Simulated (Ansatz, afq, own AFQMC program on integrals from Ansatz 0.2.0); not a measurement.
# Atomization energy of BGeH$_{2}$, doublet

```json
{"atom": "Ge", "x (Å)": "0.0000", "y (Å)": "0.0000", "z (Å)": "-0.2204"}
{"atom": "B", "x (Å)": "0.0000", "y (Å)": "0.0000", "z (Å)": "1.6648"}
{"atom": "H", "x (Å)": "0.0000", "y (Å)": "1.3134", "z (Å)": "-0.9862"}
{"atom": "H", "x (Å)": "0.0000", "y (Å)": "-1.3134", "z (Å)": "-0.9862"}
```

Connectivity, by distances: GeH2–B.

Atoms in their ground-state spins without spin–orbit coupling (mostly on UHF) minus the molecule (ROHF), without zero-point energy. The geometry is a stationary point, not shown to be a minimum.

Basis cc-pVTZ. Noble-gas cores (and the filled d shells of Ga–Kr and In–Xe) are frozen. AFQMC by an in-house program on the Cholesky factors that Ansatz 0.2.0 writes for its CCSD(T) run. ph-AFQMC/CISD is guided by a CISD state made of CCSD amplitudes; releasing the constraint for a short imaginary time cuts its bias at the price of noise, slowly where states lie close. Uncertainties: one standard error, sampling alone. No spin–orbit coupling. The errors of all members are added in quadrature.

No full CI on the walks' own integrals is used here; CCSDT(Q) serves as the reference and is uncertain by about the last step of the cluster series. Each member takes its own surest rung, up to full CI.

Errors are counted within cc-pVTZ, not against nature.

Cautions: inner d shell frozen; no relativity below Rb; no spin-orbit coupling; BGeH₂ (doublet): a spin-contaminated unrestricted determinant lies lower (UHF 372 meV lower, ⟨S²⟩ 1.23), released walk and highest rung disagree (by 16 meV at 2.40 1/Eh), its ph-AFQMC/CISD value lies 38 ± 6 meV above CCSDT(Q).

```json
{"level": "HF", "atomization energy (kJ/mol)": "491.8"}
{"level": "MP2", "atomization energy (kJ/mol)": "709.9"}
```

**Question.** From these cheaper values, estimate the atomization energy at the reference level in cc-pVTZ.

**Answer.** 728.5 kJ/mol (CCSDT(Q) in cc-pVTZ).

| level | atomization energy (kJ/mol) | error against CCSDT(Q) (kJ/mol) |
| --- | --- | --- |
| CCSD | 706.0 | -22.5 |
| CCSD(T) | 725.0 | -3.5 |
| ph-AFQMC/HF | 731.6 ± 3.2 | 3.1 ± 3.2 |
| ph-AFQMC/CISD | 725.7 ± 0.5 | -2.8 ± 0.5 |
| released AFQMC | 727.0 ± 0.5 | -1.4 ± 0.5 |

Correlation beyond CCSD(T) adds 3.5 kJ/mol. The perturbative (T) step is worth +19.0 kJ/mol.

A walk keeps the symmetry of its determinant, which the program's search chose and which needn't be the lowest solution, so a lower state of the same spin and another symmetry isn't excluded. Released energies are given only where the last usable release times agree within the noise; a slower fall can still hide under it.
